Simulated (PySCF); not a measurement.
C3H4, SMILES C#CC (connectivity only; charge and spin as stated), charge +1, multiplicity 2.

Geometry optimised at B3LYP-D3(BJ)/def2-TZVP. A frequency run showed that this geometry is not a minimum. The spin state was assumed, not searched.

Computed with B3LYP/def2-TZVPD run with PySCF.

The molecule is in vacuum.

Problem. Estimate the frontier levels, dipole moment and polarisability. (The exact figures need the calculation; the answer reports its results.)

Solution. 
```json
{
 "α spin, highest occupied and lowest empty level": "-15.47 and -7.35 eV",
 "β spin, highest occupied and lowest empty level": "-15.20 and -12.73 eV",
 "dipole_moment_about_the_centre_of_nuclear_charge": "0.169 e·Å",
 "mean_static_polarisability": "31.9 bohr³ (4.72 Å³)",
 "polarisability_principal_values": "22.5, 22.6, 50.6 bohr³",
 "⟨S²⟩": "0.752 (pure state 0.75)"
}
```
